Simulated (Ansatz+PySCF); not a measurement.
Two shapes of singlet NH3.

Shape 1:

```xyz
4

N     0.0000    0.0000    0.1216
H     0.8423    0.0000   -0.2432
H    -0.4679    0.8105   -0.2837
H    -0.4679   -0.8105   -0.2837
```

Shape 2:

```xyz
4

N     0.0000    0.0000    0.1216
H     0.9826    0.0000   -0.3040
H    -0.4679    0.8105   -0.2837
H    -0.4679   -0.8105   -0.2837
```

Basis set: 6-31G (spherical functions). Correlated methods keep 1 orbital frozen. Charge 0, multiplicity 1.

Computed with Ansatz (development build ahead of 0.2.0); each method stands on the lowest determinant of its kind that the runs found.

Task: Which shape is lower in energy, and by how much in each method?

Result:

```tsv
method	E(2) − E(1) (eV)
RHF	-0.143
UHF-MP2	-0.274
RHF-CCSD	-0.289
UHF-CCSD(T)	-0.295
PBE0 (restricted)	-0.248
```

Shape 2 is lower.
